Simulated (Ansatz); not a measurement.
# CH5SSi− (SMILES CS[SiH2-]): Born-Oppenheimer dynamics

Aim: follow the atoms for 30 steps of 0.75 fs with a Langevin thermostat, with velocities drawn for 300 K.

The runs use Ansatz 0.2.0, Gaussian basis; Hartree-Fock/def2-SVP.

2 further runs of the same task are left out: 2 that didn't finish.

**1. The starting structure**

SMILES `CS[SiH2-]`, 8 atoms, charge -1, spin multiplicity 1.

Atoms are counted from 1 here; the program's logs count them from 0.

Bond lengths: C1–S2 1.806 Å, C1–H4 1.092 Å, C1–H5 1.090 Å, C1–H6 1.091 Å, S2–Si3 2.226 Å, Si3–H7 1.477 Å, Si3–H8 1.486 Å. Angles: S2–C1–H4 109.4°, S2–C1–H5 109.6°, S2–C1–H6 109.0°, H4–C1–H5 108.9°, H4–C1–H6 109.4°, H5–C1–H6 110.5°, C1–S2–Si3 94.5°, S2–Si3–H7 96.0°, S2–Si3–H8 97.8°, H7–Si3–H8 100.1°.

Geometry (Å):

```xyz
8
charge -1, multiplicity 1
C    -0.8121    1.0339   -0.3034
S     0.2213    0.4468    1.0562
Si    1.1457   -1.1985   -0.1252
H    -1.5916    0.2981   -0.5110
H    -0.2012    1.1633   -1.1972
H    -1.2741    1.9800   -0.0165
H     2.2780   -1.4319    0.7948
H     0.2340   -2.2918    0.3024
```

**2. Dynamics**

The input, md/in.yaml:

```yaml
crystal:
  periodic: [false, false, false]
  atoms:
    - {symbol: C, position_ang: [-0.812100, 1.033950, -0.303410]}
    - {symbol: S, position_ang: [0.221330, 0.446760, 1.056240]}
    - {symbol: Si, position_ang: [1.145730, -1.198460, -0.125230]}
    - {symbol: H, position_ang: [-1.591620, 0.298080, -0.511020]}
    - {symbol: H, position_ang: [-0.201210, 1.163340, -1.197250]}
    - {symbol: H, position_ang: [-1.274070, 1.979990, -0.016530]}
    - {symbol: H, position_ang: [2.277950, -1.431860, 0.794760]}
    - {symbol: H, position_ang: [0.233980, -2.291790, 0.302440]}
basis:
  gaussian: {orbitals: def2-SVP}
total_charge: -1
hamiltonian: {xc: hf}
md: {n_steps: 30, timestep: 0.75, temperature: 300, ensemble: nvt_langevin, seed: 352, friction: 0.05, initial_velocities: maxwell_boltzmann}
```

Launch:

```console
ansatz run in.yaml --threads 2 --pin off --events-out ev --progress --plain --max-ram 3481MiB
```

Before running it: what results should come out? Wanted: temperature at the start; mean temperature, second half; lowest and highest potential energy, from the first frame; largest change of potential + kinetic.

**Answer**, as computed:

```
                                                 quantity              value
                                                   length  30 steps, 22.5 fs
                                 temperature at the start              262 K
                            mean temperature, second half              317 K
lowest and highest potential energy, from the first frame     -89 and 29 meV
                    largest change of potential + kinetic          135.4 meV
```

What this shows: The thermostat trades energy with the molecule, so the sum of potential and kinetic energy isn't conserved: it changes by +9 meV over the run. With 8 atoms the instant temperature spans 223 to 457 K. The bonding pattern stays as it was. Under Langevin the temperature counts 3N degrees of freedom, more than the drawn velocities fill, so it starts at 262 K, not 300 K.
